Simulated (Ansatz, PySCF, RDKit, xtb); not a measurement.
**C2HF: a search for the lowest isomer, part 1 of 2**

Task: start from the formula C2HF, draw up candidate structures, narrow them down in stages, and characterise the one that lies lowest at 200 K.

Plan: many cheap relaxations first (GFN2-xTB), then density-functional screening, relaxation at BLYP-D3(BJ)/def2-SVP, vibrations and a final energy. The numbers are computed, not measured.

3 further runs of the same task are left out: 3 set aside as unsound or not needed.

## Step 1: Candidates

A program enumerates the bonding patterns with one Lewis structure each (two rings at most, one unusual centre or charged pair), with their diastereomers. O–O, O–halogen and N–halogen bonds and N–N–N chains are not drawn. That gives 3 candidates.

```tsv
label	SMILES	spin
c091	[C]=CF	singlet
c319	[C]=CF	triplet
c621	C#CF	singlet
```

Candidates are built by distance geometry, with a force field where one applies, in up to four conformers (letters a to d). 6 starts with atoms placed at random are added, to find patterns that the rules miss.

## Step 2: First filter: tight binding

All 9 starts are relaxed the same way. One of them, c091a (enumerated, embedded by distance geometry and MMFF94), in full:

start.xyz reads:

```xyz
4
c091a
C     -0.211526    -0.595412    -0.488140
C      0.357976     0.756765    -0.078071
F      0.514861     1.109109     1.192844
H      0.695956     1.537047    -0.735795
```

Started as:

```
$ xtb start.xyz --gfn 2 --opt
```

Output (excerpt; [...] marks lines left out):

```text
* xtb version 6.7.1
[...]
          :  # basis functions                  13          :
[...]
          :  # electrons                        16          :
[...]
          :  Hamiltonian                  GFN2-xTB          :
[...]
          :  net charge                          0          :
          :  unpaired electrons                  0          :
[...]
   *** convergence criteria satisfied after 12 iterations ***
[...]
   *** GEOMETRY OPTIMIZATION CONVERGED AFTER 33 ITERATIONS ***
[...]
   *** convergence criteria satisfied after 3 iterations ***
[...]
         ::                     SUMMARY                     ::
         :::::::::::::::::::::::::::::::::::::::::::::::::::::
         :: total energy              -9.427788725741 Eh    ::
         :: gradient norm              0.000382867993 Eh/a0 ::
         :: HOMO-LUMO gap              7.272243659133 eV    ::
         ::.................................................::
         :: SCC energy                -9.585028307341 Eh    ::
         :: -> isotropic ES            0.006634449291 Eh    ::
         :: -> anisotropic ES          0.001428448427 Eh    ::
         :: -> anisotropic XC          0.003618144085 Eh    ::
         :: -> dispersion             -0.000955956893 Eh    ::
         :: repulsion energy           0.157239581601 Eh    ::
         :: add. restraining           0.000000000000 Eh    ::
         :: total charge              -0.000000000000 e     ::
         :::::::::::::::::::::::::::::::::::::::::::::::::::::
[...]
         8        2.0000           -0.4362257             -11.8703 (HOMO)
         9                         -0.1689756              -4.5981 (LUMO)
[...]
     #   Z          covCN         q      C6AA      α(0)
     1   6 C        1.909    -0.133    34.837     9.532
     2   6 C        1.766     0.157    27.451     8.471
     3   9 F        0.785    -0.140    10.632     3.852
     4   1 H        0.928     0.116     1.647     2.007
[...]
     #   Z sym  total        # sym  WBO       # sym  WBO       # sym  WBO
 ---------------------------------------------------------------------------
     1   6 C    3.964 --     2 C    2.819     4 H    0.966     3 F    0.179
     2   6 C    3.879 --     1 C    2.819     3 F    1.051
     3   9 F    1.242 --     2 C    1.051     1 C    0.179
     4   1 H    0.987 --     1 C    0.966
 ---------------------------------------------------------------------------
[...]
molecular dipole:
                 x           y           z       tot (Debye)
 q only:       -0.007      -0.025      -0.529
   full:       -0.007      -0.027      -0.567       1.442
molecular quadrupole (traceless):
[...]
          | TOTAL ENERGY               -9.427788725741 Eh   |
          | GRADIENT NORM               0.000382867993 Eh/α |
          | HOMO-LUMO GAP               7.272243659133 eV   |
           -------------------------------------------------
[...]
```

Run time: 0.31 s. Hardware: 1 thread of AMD EPYC (Zen 3), shared host.

## Step 3: The minima found

9 of the 9 relaxations converged; 5 ended on a minimum already found. 4 distinct structures remain:

```tsv
label	start	SMILES after	spin	energy (kcal/mol)	note
c091a	drawn and random	C#CF	singlet	0.0	bonds changed
c639	random	[C][C].[FH] ‡	singlet	97.6	fell apart
c162	random	[C][C].[FH] ‡	singlet	99.5	fell apart
c319a	drawn	[C]=CF	triplet	108.4
```

‡ marks the bonded skeleton alone, with all bonds drawn single: no Lewis structure was assigned that passes a check against the bond lengths.

GFN2-xTB has no spin polarisation, so it can't rank spin states and is rough for open shells.

## Step 4: Screening with a density functional

A choice of the minima (the low ones first, few conformers of a pattern, up to a cap) and the lowest that fell apart get a single point at r2SCAN-D4/def2-SVP on the tight-binding geometry, and one at HF/STO-3G for comparison. The lowest singlets are also tried as triplets at the same geometry (label ending in t). The first, c091a:

input.yaml reads:

```yaml
crystal:
  periodic: [false, false, false]
  atoms:
    - symbol: C
      position_ang: [0.328284, 0.673579, -0.682117]
    - symbol: C
      position_ang: [0.348382, 0.725354, 0.509151]
    - symbol: F
      position_ang: [0.366474, 0.784197, 1.790898]
    - symbol: H
      position_ang: [0.314127, 0.624379, -1.727095]
basis:
  gaussian:
    orbitals: def2-SVP
hamiltonian:
  xc: r2scan
  dispersion: d4
scf:
  lower_state_search: off
```

Started as:

```
$ ansatz run input.yaml --threads 1 --pin off --max-ram 2610MiB --events-out events.jsonl --progress --plain --runs-dir runs
```

Output (excerpt; [...] marks lines left out):

```text
Warning: RAYON_NUM_THREADS=1 ignored (pool sized by the plan → 1); use --threads N
Functional definition: r2SCAN
  name "r2SCAN"
[...]
522 factors; their error is unknown
[...]
mean field -4797.74687114 eV, -176.3139454848 hartree, gradient 1.5e-6 eV, S^2 0.000000; 0 other end points of the search recorded, 0 dependent functions left out
reference -4797.74687585 eV, -176.3139456579 hartree; 11, 11 occupied and 36, 36 virtual orbitals, 522 factors
Total energy: -4797.75528371 eV, -176.3142546412 hartree
Checks for a lower state left out: stability, starts, cluster_reference, orbital_swaps, neighbouring_geometries, increment
```

Wall time 2 s (1 thread of AMD EPYC (Zen 3), shared host).

Relative energies in kcal/mol, each column from its lowest structure that stays in one piece:

```tsv
label	SMILES	spin	GFN2-xTB	HF/STO-3G	r2SCAN-D4/def2-SVP
c091a	C#CF	singlet	0.0	0.0	0.0
c319a	[C]=CF	triplet	108.4	43.2	69.3
c091at	C#CF	triplet	–	–	142.2
c639	[C][C].[FH] ‡	singlet	97.6	202.8	153.6
```

‡ marks the bonded skeleton alone, with all bonds drawn single: no Lewis structure was assigned that passes a check against the bond lengths.

## Step 5: Relaxing the best candidates

3 candidates are relaxed at BLYP-D3(BJ)/def2-SVP (chosen among the lowest in one piece, with other spins of them); 1 did not finish. The first, c091a:

job.py reads:

```python
from pyscf import gto, dft
from pyscf.geomopt.geometric_solver import kernel as optimise

mol = gto.Mole()
mol.atom = [
    ('C', (0.328284, 0.673579, -0.682117)),
    ('C', (0.348382, 0.725354, 0.509151)),
    ('F', (0.366474, 0.784197, 1.790898)),
    ('H', (0.314127, 0.624379, -1.727095)),
]
mol.basis = 'def2-svp'
mol.max_memory = 1860
mol.verbose = 3
mol.build()

mf = dft.RKS(mol)
mf.xc = 'blyp'
mf = mf.density_fit(auxbasis='def2-universal-jkfit')
mf.conv_tol = 1e-10
mf.max_cycle = 100
mf.grids.level = 4
mf.disp = 'd3bj'
converged, mol_eq = optimise(mf, maxsteps=100, convergence_set='GAU_TIGHT')
print('converged:', converged)
print(mol_eq.tostring())

mf.reset(mol_eq)
mol = mol_eq
mf.kernel()
if not mf.converged:
    mf = mf.newton().run(mf.mo_coeff, mf.mo_occ)
energy = mf.e_tot
print(f'total energy: {energy:.8f} hartree')
```

Started as:

```
$ OMP_NUM_THREADS=1 python job.py
```

Output:

```text
#|     Arguments passed to driver run_optimizer():      |#
convergence_set           GAU_TIGHT
maxiter                   100
----------------------------------------------------------
Custom engine selected.
Bonds will be generated from interatomic distances less than 1.20 times sum of covalent radii
12 internal coordinates being used (instead of 12 Cartesians)
Internal coordinate system (atoms numbered from 1):
Distance 1-2
Distance 1-4
Distance 2-3
LinearAngleX 2-1-4
LinearAngleY 2-1-4
LinearAngleX 1-2-3
LinearAngleY 1-2-3
Translation-X 1-4
Translation-Y 1-4
Translation-Z 1-4
Rotation-A 1-4
Rotation-B 1-4
Rotation-C 1-4
> ===== Optimization Info: ====
> Job type: Energy minimization
> Maximum number of optimization cycles: 100
> Initial / maximum trust radius (Angstrom): 0.100 / 0.300
> Convergence Criteria:
> Will converge when all 5 criteria are reached:
>  |Delta-E| < 1.00e-06
>  RMS-Grad  < 1.00e-05
>  Max-Grad  < 1.50e-05
>  RMS-Disp  < 4.00e-05
>  Max-Disp  < 6.00e-05
> === End Optimization Info ===

Geometry optimization cycle 1
Cartesian coordinates (Angstrom)
 Atom        New coordinates             dX        dY        dZ
   C   0.328284   0.673579  -0.682117    0.000000  0.000000  0.000000
   C   0.348382   0.725354   0.509151    0.000000  0.000000  0.000000
   F   0.366474   0.784197   1.790898    0.000000  0.000000  0.000000
   H   0.314127   0.624379  -1.727095    0.000000  0.000000  0.000000

WARN: Mole.unit (angstrom) is changed to Bohr

converged SCF energy = -176.37949716517
--------------- DFRKS_Scanner gradients ---------------
         x                y                z
0 C     0.0003251888     0.0011462456     0.0243790150
1 C    -0.0005652096    -0.0020273153    -0.0432896761
2 F    -0.0001620015    -0.0002623869    -0.0068135543
3 H     0.0004021642     0.0011440100     0.0257242608
----------------------------------------------
cycle 1: E = -176.379497165  dE = -176.379  norm(grad) = 0.0564261
Step    0 : Gradient = 2.821e-02/4.334e-02 (rms/max) Energy = -176.3794971652
Hessian Eigenvalues: 5.00000e-02 5.00000e-02 5.00000e-02 ... 4.04032e-01 7.20759e-01 1.08651e+00

Geometry optimization cycle 2
Cartesian coordinates (Angstrom)
 Atom        New coordinates             dX        dY        dZ
   C   0.328402   0.673070  -0.687137    0.000118 -0.000509 -0.005020
   C   0.348441   0.726356   0.528523    0.000059  0.001002  0.019372
   F   0.366928   0.785281   1.815273    0.000454  0.001084  0.024375
   H   0.313490   0.622778  -1.765823   -0.000637 -0.001601 -0.038728
converged SCF energy = -176.381373796008
--------------- DFRKS_Scanner gradients ---------------
         x                y                z
0 C    -0.0001029815     0.0001111807     0.0000811547
1 C     0.0001497405     0.0000204684     0.0026568800
2 F    -0.0000559022    -0.0000208302    -0.0011609435
3 H     0.0000092442    -0.0001103084    -0.0015769283
----------------------------------------------
cycle 2: E = -176.381373796  dE = -0.00187663  norm(grad) = 0.00331085
Step    1 : Displace = 2.500e-02/3.877e-02 (rms/max) Trust = 1.000e-01 (=) Grad = 1.655e-03/2.661e-03 (rms/max) E (change) = -176.3813737960 (-1.877e-03) Quality = 0.933
Hessian Eigenvalues: 5.00000e-02 5.00000e-02 5.00000e-02 ... 4.17312e-01 7.16377e-01 1.10023e+00

Geometry optimization cycle 3
Cartesian coordinates (Angstrom)
 Atom        New coordinates             dX        dY        dZ
   C   0.328528   0.672882  -0.687490    0.000126 -0.000188 -0.000353
   C   0.348285   0.726397   0.527485   -0.000156  0.000041 -0.001038
   F   0.366972   0.785246   1.815062    0.000044 -0.000035 -0.000211
   H   0.313472   0.622939  -1.764228   -0.000018  0.000161  0.001595
converged SCF energy = -176.381379290539
--------------- DFRKS_Scanner gradients ---------------
         x                y                z
0 C    -0.0000878302     0.0000844060    -0.0000792967
1 C     0.0000975647    -0.0000605760     0.0005198534
2 F    -0.0000361351     0.0000129774    -0.0003262449
3 H     0.0000264963    -0.0000363073    -0.0001141437
----------------------------------------------
cycle 3: E = -176.381379291  dE = -5.49453e-06  norm(grad) = 0.000653851
Step    2 : Displace = 9.870e-04/1.605e-03 (rms/max) Trust = 1.414e-01 (+) Grad = 3.269e-04/5.324e-04 (rms/max) E (change) = -176.3813792905 (-5.495e-06) Quality = 1.133
Hessian Eigenvalues: 4.99998e-02 5.00000e-02 5.00000e-02 ... 4.12397e-01 6.63838e-01 1.07367e+00

Geometry optimization cycle 4
Cartesian coordinates (Angstrom)
 Atom        New coordinates             dX        dY        dZ
   C   0.328674   0.672706  -0.687552    0.000146 -0.000176 -0.000061
   C   0.348151   0.726481   0.527305   -0.000134  0.000084 -0.000180
   F   0.367010   0.785220   1.815173    0.000038 -0.000026  0.000111
   H   0.313417   0.623033  -1.764106   -0.000055  0.000094  0.000122
converged SCF energy = -176.381379514076
--------------- DFRKS_Scanner gradients ---------------
         x                y                z
0 C    -0.0000704417     0.0000699390    -0.0000129384
1 C     0.0000712978    -0.0000674465     0.0000178858
2 F    -0.0000248105     0.0000213140    -0.0000357568
3 H     0.0000240485    -0.0000233104     0.0000309831
----------------------------------------------
cycle 4: E = -176.381379514  dE = -2.23537e-07  norm(grad) = 0.000156215
Step    3 : Displace = 1.961e-04/2.407e-04 (rms/max) Trust = 2.000e-01 (+) Grad = 7.811e-05/1.001e-04 (rms/max) E (change) = -176.3813795141 (-2.235e-07) Quality = 1.238
Hessian Eigenvalues: 4.99924e-02 5.00000e-02 5.00000e-02 ... 4.55329e-01 6.95505e-01 1.14107e+00

Geometry optimization cycle 5
Cartesian coordinates (Angstrom)
 Atom        New coordinates             dX        dY        dZ
   C   0.328845   0.672515  -0.687568    0.000171 -0.000191 -0.000016
   C   0.348013   0.726582   0.527264   -0.000138  0.000102 -0.000041
   F   0.367043   0.785182   1.815236    0.000033 -0.000038  0.000063
   H   0.313344   0.623127  -1.764123   -0.000072  0.000095 -0.000017
converged SCF energy = -176.381379588105
--------------- DFRKS_Scanner gradients ---------------
         x                y                z
0 C    -0.0000517497     0.0000520338     0.0000109524
1 C     0.0000494481    -0.0000555201    -0.0001134075
2 F    -0.0000161021     0.0000201626     0.0000650611
3 H     0.0000184973    -0.0000161823     0.0000375735
----------------------------------------------
cycle 5: E = -176.381379588  dE = -7.40291e-08  norm(grad) = 0.000175525
Step    4 : Displace = 1.711e-04/2.551e-04 (rms/max) Trust = 2.828e-01 (+) Grad = 8.776e-05/1.356e-04 (rms/max) E (change) = -176.3813795881 (-7.403e-08) Quality = 1.538
Hessian Eigenvalues: 4.17948e-02 5.00000e-02 5.00000e-02 ... 4.41164e-01 8.67996e-01 1.18338e+00

Geometry optimization cycle 6
Cartesian coordinates (Angstrom)
 Atom        New coordinates             dX        dY        dZ
   C   0.329171   0.672167  -0.687571    0.000326 -0.000349 -0.000002
   C   0.347769   0.726772   0.527251   -0.000244  0.000190 -0.000013
   F   0.367092   0.785096   1.815272    0.000049 -0.000086  0.000036
   H   0.313200   0.623300  -1.764169   -0.000144  0.000173 -0.000046
converged SCF energy = -176.381379664648
--------------- DFRKS_Scanner gradients ---------------
         x                y                z
0 C    -0.0000172928     0.0000175724     0.0000203449
1 C     0.0000132348    -0.0000234502    -0.0001440364
2 F    -0.0000029064     0.0000110952     0.0001063360
3 H     0.0000070578    -0.0000047255     0.0000175452
----------------------------------------------
cycle 6: E = -176.381379665  dE = -7.65432e-08  norm(grad) = 0.000185235
Step    5 : Displace = 3.097e-04/4.741e-04 (rms/max) Trust = 3.000e-01 (+) Grad = 9.262e-05/1.465e-04 (rms/max) E (change) = -176.3813796646 (-7.654e-08) Quality = 1.274
Hessian Eigenvalues: 3.18759e-02 5.00000e-02 5.00000e-02 ... 4.37919e-01 8.60699e-01 1.14270e+00

Geometry optimization cycle 7
Cartesian coordinates (Angstrom)
 Atom        New coordinates             dX        dY        dZ
   C   0.329322   0.672015  -0.687559    0.000152 -0.000152  0.000012
   C   0.347669   0.726854   0.527270   -0.000101  0.000082  0.000018
   F   0.367104   0.785040   1.815238    0.000012 -0.000056 -0.000034
   H   0.313128   0.623377  -1.764184   -0.000072  0.000077 -0.000015
converged SCF energy = -176.381379683777
--------------- DFRKS_Scanner gradients ---------------
         x                y                z
0 C    -0.0000018667     0.0000018521     0.0000106424
1 C    -0.0000005345    -0.0000046581    -0.0000638309
2 F     0.0000011613     0.0000034499     0.0000504198
3 H     0.0000013336    -0.0000001521     0.0000029624
----------------------------------------------
cycle 7: E = -176.381379684  dE = -1.91289e-08  norm(grad) = 8.23561e-05
Step    6 : Displace = 1.388e-04/2.126e-04 (rms/max) Trust = 3.000e-01 (=) Grad = 4.118e-05/6.400e-05 (rms/max) E (change) = -176.3813796838 (-1.913e-08) Quality = 1.238
Hessian Eigenvalues: 3.33329e-02 5.00000e-02 5.00000e-02 ... 4.36584e-01 6.41448e-01 1.10830e+00

Geometry optimization cycle 8
Cartesian coordinates (Angstrom)
 Atom        New coordinates             dX        dY        dZ
   C   0.329350   0.671992  -0.687553    0.000028 -0.000022  0.000006
   C   0.347658   0.726860   0.527282   -0.000010  0.000006  0.000012
   F   0.367098   0.785010   1.815208   -0.000006 -0.000029 -0.000030
   H   0.313110   0.623390  -1.764184   -0.000017  0.000014 -0.000000
converged SCF energy = -176.381379686254
--------------- DFRKS_Scanner gradients ---------------
         x                y                z
0 C     0.0000006159    -0.0000007385     0.0000015745
1 C    -0.0000013030     0.0000004551    -0.0000067457
2 F     0.0000007508     0.0000004920     0.0000062963
3 H     0.0000000303     0.0000002836    -0.0000009309
----------------------------------------------
cycle 8: E = -176.381379686  dE = -2.47709e-09  norm(grad) = 9.60266e-06
Step    7 : Displace = 2.415e-05/3.169e-05 (rms/max) Trust = 3.000e-01 (=) Grad = 4.801e-06/6.885e-06 (rms/max) E (change) = -176.3813796863 (-2.477e-09) Quality = 1.060
Hessian Eigenvalues: 3.33329e-02 5.00000e-02 5.00000e-02 ... 4.36584e-01 6.41448e-01 1.10830e+00
Converged! =D

converged: True
C           0.32935023        0.67199219       -0.68755330
C           0.34765827        0.72685996        0.52728172
F           0.36709762        0.78501035        1.81520785
H           0.31311049        0.62339043       -1.76418434
converged SCF energy = -176.381379686256
total energy: -176.38137969 hartree
```

It took 55 s on 1 thread of AMD EPYC (Zen 3), shared host; peak memory 0.51 GiB.

Energy change by step (eV): 0.0000, -0.0511, -0.0512, -0.0512, -0.0512, -0.0512, -0.0512, -0.0512.

After the run. Bond lengths: C1–C2 1.216 Å, C2–F3 1.289 Å, C1–H4 1.078 Å. Angles: C1–C2–F3 180.0°, C2–C1–H4 180.0°.

## Step 6: After refinement

```tsv
label	spin	r2SCAN-D4/def2-SVP (kcal/mol)	BLYP-D3(BJ)/def2-SVP, relaxed (kcal/mol)	time
c091a	singlet	0.0	0.0	55 s
c319a	triplet	69.3	75.5	3.9 min
```

c091a: Bond lengths: C1–C2 1.216 Å, C2–F3 1.289 Å, C1–H4 1.078 Å. Angles: C1–C2–F3 180.0°, C2–C1–H4 180.0°.

c319a: Bond lengths: C1–C2 1.378 Å, C2–F3 1.352 Å, C2–H4 1.111 Å. Angles: C1–C2–F3 122.5°, C1–C2–H4 124.3°, F3–C2–H4 110.6°.

## Step 7: Are they minima? Harmonic frequencies

The lowest few in one piece go on as finalists. Harmonic vibrations at BLYP-D3(BJ)/def2-SVP test each finalist and give the zero-point energy and the thermal terms. The first, c091a:

input.yaml reads:

```yaml
crystal:
  periodic: [false, false, false]
  atoms:
    - {symbol: C, position_ang: [0.000000, 0.000000, -0.660989]}
    - {symbol: C, position_ang: [0.000000, 0.000000, 0.555222]}
    - {symbol: F, position_ang: [0.000000, 0.000000, 1.844607]}
    - {symbol: H, position_ang: [0.000000, 0.000000, -1.738839]}
basis:
  gaussian: {orbitals: def2-SVP}
hamiltonian: {xc: {name: BLYP}, dispersion: d3bj}
scf: {lower_state_search: "off"}
phonons: {}
```

Started as:

```
$ ansatz run input.yaml --threads 1 --pin off --max-ram 2610MiB --events-out events.jsonl --progress --plain --runs-dir runs
```

Output (excerpt; [...] marks lines left out):

```text
Warning: RAYON_NUM_THREADS=1 ignored (pool sized by the plan → 1); use --threads N
Functional definition: BLYP
  name "BLYP"
[...]
522 factors; their error is unknown
[...]
mean field -4799.49852066 eV, -176.3783174175 hartree, gradient 1.5e-6 eV, S^2 0.000000; 0 other end points of the search recorded, 0 dependent functions left out
[...]
reference -4799.49870414 eV, -176.3783241599 hartree; 11, 11 occupied and 36, 36 virtual orbitals, 522 factors
[...]
522 factors; their error is unknown
mean field -4799.49851059 eV, -176.3783170474 hartree, gradient 8.0e-7 eV, S^2 0.000000; 0 other end points of the search recorded, 0 dependent functions left out
[...]
reference -4799.49869407 eV, -176.3783237898 hartree; 11, 11 occupied and 36, 36 virtual orbitals, 522 factors
[...]
522 factors; their error is unknown
[...]
522 factors; their error is unknown
mean field -4799.49841278 eV, -176.3783134527 hartree, gradient 2.8e-6 eV, S^2 0.000000; 0 other end points of the search recorded, 0 dependent functions left out
[...]
reference -4799.49859637 eV, -176.3783201997 hartree; 11, 11 occupied and 36, 36 virtual orbitals, 522 factors
Total energy: -4799.58069878 eV, -176.3813374074 hartree
Atom 0 at     0.000000     0.000000    -0.660989 Å, force     0.000000    -0.000000     0.000225 eV/Å
Atom 1 at     0.000000     0.000000     0.555222 Å, force    -0.000000     0.000000     0.000252 eV/Å
Atom 2 at     0.000000     0.000000     1.844607 Å, force     0.000000    -0.000000    -0.000112 eV/Å
Atom 3 at     0.000000     0.000000    -1.738839 Å, force    -0.000000     0.000000    -0.000366 eV/Å
Dipole moment:    -0.000000    -0.000000    -0.086559 e Å
Vibrations: 380.23 380.23 610.64 610.64 1058.28 2251.44 3415.32 cm⁻¹, zero-point energy 0.539751 eV
Checks for a lower state left out: stability, starts, cluster_reference, orbital_swaps, neighbouring_geometries, increment
```

Wall time 30 s (1 thread of AMD EPYC (Zen 3), shared host).

## Step 8: Zero-point energy and free-energy terms

At 200 K and 1 atm, ideal gas, rigid rotor and harmonic oscillator:

```tsv
label	SMILES	spin	point group	lowest mode (cm⁻¹)	zero-point (kcal/mol)	G − E (kcal/mol)
c091a	C#CF	singlet	C∞v	380	12.4	3.9
c319a	[C]=CF	triplet	C1	518	11.1	0.9
```

Chiral structures get −RT ln 2 for their mirror image.

(Continued in part 2 of 2.)
